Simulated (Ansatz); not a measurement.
AlSiH₃O (SMILES O=[SiH][AlH2]), closed shell: a single point displaced at random from its PBE0-D4/def2-TZVP minimum.

Input (in.yaml):

```yaml
crystal:
  periodic: [false, false, false]
  atoms:
    - {symbol: O, position_ang: [0.514497, -2.011642, 0.957647]}
    - {symbol: Si, position_ang: [-0.341659, -1.184052, -0.048960]}
    - {symbol: Al, position_ang: [0.260345, 1.173581, -0.019350]}
    - {symbol: H, position_ang: [-1.388210, -1.835750, -0.877218]}
    - {symbol: H, position_ang: [1.480485, 1.674122, -0.955825]}
    - {symbol: H, position_ang: [-0.454808, 2.127578, 0.980127]}
basis:
  gaussian: {orbitals: def2-TZVPP}
correlation: {method: ccsd_t}
output: {forces: true}
```

An equivalent command:

```bash
ansatz run in.yaml --threads 2 --pin off --events-out ev --progress --plain
```

Output of Ansatz 0.2.0:

```
Functional definition: HF
  name "HF"
  cite "Fock, Z. Phys. 61, 126 (1930) doi:10.1007/BF01340294"
  parent pbe
  exchange = exact_x
  correlation = 0
931 factors; integrals over basis functions are off by at most 8.9e-4 eV
mean field evaluation 1: about -16524.5424 eV, gradient 5.0e1 eV
mean field evaluation 2: about -16524.6930 eV, gradient 5.0e1 eV
mean field evaluation 4: about -16530.2202 eV, gradient 4.0e0 eV
mean field evaluation 8: about -16530.3329 eV, gradient 2.3e-1 eV
mean field evaluation 16: about -16530.3335 eV, gradient 1.7e-6 eV
mean field evaluation 32: about -16503.8507 eV, gradient 9.1e1 eV
mean field evaluation 64: about -16521.4085 eV, gradient 1.7e-3 eV
mean field -16530.33352183 eV, -607.4785522647 hartree, gradient 1.7e-6 eV, S^2 0.000000; 1 other end points of the search recorded, 0 dependent functions left out
11 core orbitals not correlated: weight in the atoms' cores, before any rotation towards them, 1.000 or more for the frozen orbitals, at most 0.000 for the correlated occupied ones
reference -16530.33352183 eV, -607.4785522647 hartree; 8, 8 occupied and 138, 138 virtual orbitals, 931 factors
second order -11.83628873 eV of doubles, -0.00000000 eV of singles
cycle   1  -11.87444202 eV  change   -3.8e-2 eV  update   1.3e-1
cycle   2  -12.32342263 eV  change   -4.5e-1 eV  update   5.8e-2
cycle   3  -12.51012696 eV  change   -1.9e-1 eV  update   3.1e-2
cycle   4  -12.49959275 eV  change    1.1e-2 eV  update   9.7e-3
cycle   5  -12.49389644 eV  change    5.7e-3 eV  update   5.1e-3
cycle   6  -12.49653173 eV  change   -2.6e-3 eV  update   2.3e-3
cycle   7  -12.49658801 eV  change   -5.6e-5 eV  update   8.5e-4
cycle   8  -12.49617597 eV  change    4.1e-4 eV  update   3.7e-4
cycle   9  -12.49626870 eV  change   -9.3e-5 eV  update   1.3e-4
cycle  10  -12.49638839 eV  change   -1.2e-4 eV  update   5.4e-5
cycle  11  -12.49632006 eV  change    6.8e-5 eV  update   2.9e-5
cycle  12  -12.49631432 eV  change    5.7e-6 eV  update   1.3e-5
cycle  13  -12.49632049 eV  change   -6.2e-6 eV  update   6.9e-6
cycle  14  -12.49631772 eV  change    2.8e-6 eV  update   2.6e-6
perturbative correction -0.54562806 eV, -0.0200514612 hartree
the calculation of the forces begins
Total energy: -16543.37546760 eV, -607.9578349318 hartree
Atom 0 at     0.514497    -2.011642     0.957647 Å, force    -0.450952     0.452934    -0.538052 eV/Å
Atom 1 at    -0.341659    -1.184052    -0.048960 Å, force     0.496592    -0.621239     0.631026 eV/Å
Atom 2 at     0.260345     1.173581    -0.019350 Å, force     0.583429     0.190872    -0.474026 eV/Å
Atom 3 at    -1.388210    -1.835750    -0.877218 Å, force    -0.110347    -0.065154    -0.098537 eV/Å
Atom 4 at     1.480485     1.674122    -0.955825 Å, force    -0.379784    -0.150376     0.285920 eV/Å
Atom 5 at    -0.454808     2.127578     0.980127 Å, force    -0.138936     0.192964     0.193669 eV/Å
Dipole moment:    -0.380987     0.541790    -0.461505 e Å
```

The lines “mean field evaluation” count trial sets of orbitals through the whole run, from several starts and some on an approximate energy, so they need not fall steadily or lie above the final value.

Time: 70 s of wall clock on 2 CPU threads; the host was shared. Peak host memory: 1.8 GiB.
